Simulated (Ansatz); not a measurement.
A structure relaxed at PBE0-D4/def2-TZVP, charge 0, multiplicity 1:

```xyz
10

C     1.5216    0.8075   -0.7458
C     0.2979    0.6220   -0.2629
F    -0.5543    1.6535   -0.2197
C    -0.2225   -0.6303    0.2387
C    -1.4286   -0.8875    0.7327
F    -2.3981    0.0106    0.8505
H     2.2176   -0.0178   -0.7854
H     1.8343    1.7788   -1.1029
H     0.4606   -1.4699    0.2079
H    -1.7284   -1.8670    1.0869
```

Problem. Give its formula and SMILES.

Solution. C4H4F2, `C=C(F)/C=C\F`.

Problem. Point group (tolerance 0.08 Å, 0.16 Å for H)?

Solution. Cs.

Problem. Summarise the bond lengths by kind.

Solution. 3 × C–C 1.329 to 1.446 Å; 4 × C–H 1.080 to 1.084 Å; 2 × C–F 1.327 to 1.339 Å.

Program: Ansatz 0.2.0.
